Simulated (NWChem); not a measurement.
**doublet [P4]+: levels of theory compared**

We compute a comparison of 6 runs (UTPSS/def2-SVPD, U-r2SCAN/def2-SVPD, UBHLYP/def2-SVPD, UCAM-B3LYP/def2-SVPD, UM06-2X/def2-SVPD, UPBE0/def2-SVPD) of doublet [P4]+. 

Program for the calculation: NWChem 7.3.0.

6 further runs of the same task are left out: 5 that didn't finish, 1 set aside as unsound or not needed.

## 1. The molecule

[P4]+ has 4 atoms, charge +1, and is taken as a doublet. SMILES of the parent species: `P12P3P1P23`. Geometry: relaxed at PBE0-D4/def2-TZVP. That shape belongs to the parent species and isn't relaxed for this state.

Bond lengths: P1–P2 2.184 Å, P1–P3 2.184 Å, P2–P3 2.184 Å, P1–P4 2.184 Å, P2–P4 2.184 Å, P3–P4 2.184 Å. Some angles: P1–P2–P3 60.0°, P1–P2–P4 60.0°, P3–P2–P4 60.0°, P2–P1–P3 60.0°, P2–P1–P4 60.0°, P3–P1–P4 60.0°, P1–P3–P2 60.0°, P1–P3–P4 60.0°, P2–P3–P4 60.0°, P1–P4–P2 60.0°.

## 2. A single-point energy at UTPSS/def2-SVPD (run 1)

Input file sp.nw:

```
start sp
title "P4"
memory stack 880 mb heap 220 mb global 1100 mb
charge 1

geometry units angstroms noautosym nocenter noautoz
  P     -0.724800    -0.100000     1.119400
  P      1.294900     0.109800     0.315700
  P     -0.185000    -1.091700    -0.749800
  P     -0.385100     1.081900    -0.685200
end

basis spherical bse
  * library def2-SVPD
end

dft
  xc xtpss03 ctpss03
  mult 2
  grid fine
  convergence energy 1e-08
  iterations 100
  mulliken
  print low
end

task dft
```

The run is started by

```console
nwchem sp.nw > sp.out
```

Log:

```text
[...]
 d= 0,ls=0.0,diis     1  -1364.7493995738 -1.69D+03  9.01D-03  2.01D-01     2.2
[...]
 d= 0,ls=0.5,diis    58  -1364.7881073962  2.36D-09  1.01D-06  2.77D-07   127.2
[...]
         Total DFT energy =    -1364.788107572908
      One electron energy =    -2525.324983534567
           Coulomb energy =      926.213749413392
    Exchange-Corr. energy =      -92.809321342164
 Nuclear repulsion energy =      327.132447890431
[...]
      Total Density - Mulliken Population Analysis
     ---------------------------------------------
    Atom       Charge   Shell Charges
 -----------   ------   -------------------------------------------------------
    1 P   15    14.75   2.00  1.98  1.34  0.67 -0.05  5.92  1.36  1.41  0.14 -0.02
    2 P   15    14.75   2.00  1.98  1.34  0.67 -0.05  5.92  1.36  1.41  0.14 -0.02
    3 P   15    14.75   2.00  1.98  1.34  0.67 -0.05  5.92  1.36  1.41  0.14 -0.02
    4 P   15    14.75   2.00  1.98  1.34  0.67 -0.05  5.92  1.36  1.41  0.14 -0.02
[...]
      <S2> =      0.7541 (Exact =     0.7500)
[...]
```

It took 2.2 min on 1 thread of Intel Xeon 6975P-C (Granite Rapids), shared host; peak memory 0.12 GiB.

## 3. The energy at U-r2SCAN/def2-SVPD (run 2)

Input file job.nw:

```
start job
title "P4"
memory stack 880 mb heap 220 mb global 1100 mb
charge 1

geometry units angstrom noautosym nocenter noautoz
  P     -0.724800    -0.100000     1.119400
  P      1.294900     0.109800     0.315700
  P     -0.185000    -1.091700    -0.749800
  P     -0.385100     1.081900    -0.685200
end

basis "ao basis" spherical bse
  * library def2-SVPD
end

dft
  xc r2scan
  mult 2
  grid fine
  convergence energy 1e-08
  maxiter 100
  mulliken
end

task dft energy
```

The run is started by

```console
nwchem job.nw > job.out
```

Log:

```text
[...]
          Wavefunction type:  spin polarized.
          No. of atoms     :     4
          No. of electrons :    59
[...]
          Charge           :     1
          Spin multiplicity:     2
[...]
          AO basis - number of functions:    96
[...]
              XC Information
              --------------
                      r^2SCAN Method XC Functional
               r^2SCAN metaGGA Exchange Functional  1.000
                     r^2SCAN Correlation Potential  1.000
[...]
 d= 0,ls=0.0,diis     1  -1364.5574881907 -1.69D+03  9.97D-03  1.85D-01     2.4
[...]
 d= 0,ls=0.5,diis    52  -1364.5946668715 -2.84D-09  2.52D-06  2.96D-07   114.1
[...]
         Total DFT energy =    -1364.594667027130
      One electron energy =    -2525.101395219811
           Coulomb energy =      925.993310855056
    Exchange-Corr. energy =      -92.619030552805
 Nuclear repulsion energy =      327.132447890431
[...]
      Total Density - Mulliken Population Analysis
     ---------------------------------------------
    Atom       Charge   Shell Charges
 -----------   ------   -------------------------------------------------------
    1 P   15    14.75   2.00  1.99  1.30  0.74 -0.06  5.92  1.34  1.41  0.14 -0.03
    2 P   15    14.75   2.00  1.99  1.30  0.74 -0.06  5.92  1.34  1.41  0.14 -0.03
    3 P   15    14.75   2.00  1.99  1.30  0.74 -0.06  5.92  1.34  1.41  0.14 -0.03
    4 P   15    14.75   2.00  1.99  1.30  0.74 -0.06  5.92  1.34  1.41  0.14 -0.03
[...]
      <S2> =      0.7572 (Exact =     0.7500)
[...]
```

Run time: 1.9 min. Hardware: 1 thread of Intel Xeon 6975P-C (Granite Rapids), shared host; peak memory 0.12 GiB.

Runs 3 to 5 aren't shown in full; the table further down has their settings and results.

## 4. A single-point energy at UPBE0/def2-SVPD (run 6)

Input file nw.nw:

```
START nw
memory total 2200 mb
charge 1

GEOMETRY noautosym nocenter noautoz
  P       -0.724800      -0.100000       1.119400
  P        1.294900       0.109800       0.315700
  P       -0.185000      -1.091700      -0.749800
  P       -0.385100       1.081900      -0.685200
END

BASIS spherical bse
  * library def2-SVPD
END

DFT
  xc pbe0
  mult 2
  grid fine
  convergence energy 1e-08
  maxiter 100
  mulliken
  print medium
END

TASK dft energy
```

The run is started by

```console
nwchem nw.nw > nw.out
```

Log:

```text
[...]
          Wavefunction type:  spin polarized.
          No. of atoms     :     4
          No. of electrons :    59
[...]
          Charge           :     1
          Spin multiplicity:     2
[...]
          AO basis - number of functions:    96
[...]
              XC Information
              --------------
                         PBE0 Method XC Functional
                     Hartree-Fock (Exact) Exchange  0.250
          PerdewBurkeErnzerhof Exchange Functional  0.750
            Perdew 1991 LDA Correlation Functional  1.000 local
           PerdewBurkeErnz. Correlation Functional  1.000 non-local
[...]
 d= 0,ls=0.0,diis     1  -1364.1469484783 -1.69D+03  8.11D-03  1.78D-01     2.0
[...]
 d= 0,ls=0.0,diis    23  -1364.1821593403 -6.34D-09  1.75D-06  5.99D-10    40.2
[...]
         Total DFT energy =    -1364.182159340264
      One electron energy =    -2525.269479576245
           Coulomb energy =      926.168401206465
    Exchange-Corr. energy =      -92.213528860915
 Nuclear repulsion energy =      327.132447890431
[...]
      Total Density - Mulliken Population Analysis
     ---------------------------------------------
    Atom       Charge   Shell Charges
 -----------   ------   -------------------------------------------------------
    1 P   15    14.75   2.00  1.99  1.34  0.66 -0.03  5.92  1.33  1.43  0.14 -0.02
    2 P   15    14.75   2.00  1.99  1.34  0.66 -0.03  5.92  1.33  1.43  0.14 -0.02
    3 P   15    14.75   2.00  1.99  1.34  0.66 -0.03  5.92  1.33  1.43  0.14 -0.02
    4 P   15    14.75   2.00  1.99  1.34  0.66 -0.03  5.92  1.33  1.43  0.14 -0.02
[...]
      <S2> =      0.7560 (Exact =     0.7500)
[...]
```

Run time: 41 s. Hardware: 1 thread of Intel Xeon 6975P-C (Granite Rapids), shared host; peak memory 0.11 GiB.

## 5. All runs side by side

```csv
run,level,energy (Eh),⟨S²⟩,wall time
1,UTPSS/def2-SVPD,-1364.788108,0.754,2.2 min
2,U-r2SCAN/def2-SVPD,-1364.594667,0.757,1.9 min
3,UBHLYP/def2-SVPD,-1364.666120,0.759,20 s
4,UCAM-B3LYP/def2-SVPD,-1364.692288,0.757,83 s
5,UM06-2X/def2-SVPD,-1364.637429,0.752,65 s
6,UPBE0/def2-SVPD,-1364.182159,0.756,41 s
```

## 6. Summary of results

| quantity | value |
| --- | --- |
| run 6: total energy | -1364.18216 Eh |
| run 6: HOMO energy (highest over α and β) | -13.60 eV |
| run 6: LUMO energy (lowest over α and β) | -11.75 eV |
| run 6: ⟨S²⟩ | 0.756 |

Totals of different functionals can't be ranked against each other. All runs together took 7.6 min, the longest 2.2 min.
